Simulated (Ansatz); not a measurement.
Mulliken charges of C3H4FNS (`CC(=S)C(=N)F`) from B3LYP/def2-TZVPP in Ansatz (PBE0-D4/def2-TZVP geometry).

```csv
atom,x (Å),y (Å),z (Å),charge (e)
C1,0.279,-0.619,1.197,-0.184
C2,0.080,-0.724,-0.275,0.038
S3,0.173,-2.104,-1.109,-0.148
C4,-0.219,0.563,-0.954,0.229
N5,-0.299,1.647,-0.331,-0.249
F6,-0.396,0.474,-2.272,-0.166
H7,0.493,-1.597,1.620,0.101
H8,-0.611,-0.190,1.665,0.108
H9,1.094,0.075,1.416,0.107
H10,-0.511,2.424,-0.956,0.164
```

Question: By hand: the dipole of these point charges (1 e Å = 4.8032 D).

Answer: Σ q r = (0.033, 0.262, 0.513) e Å, of length 0.577 e Å = 2.77 D.

Question: How does the dipole of the full density compare? (Estimate.)

Answer: The calculation gave: (-0.007, 0.230, 0.198) e Å, 1.46 D; the point charges give 1.90 times that, at 23° from its direction.

Point charges leave out the atoms' own dipoles, such as those of lone pairs, and Mulliken's split depends on the basis, so the two needn't agree.

B3LYP here is the variant with VWN-RPA as its local correlation; programs differ in this.
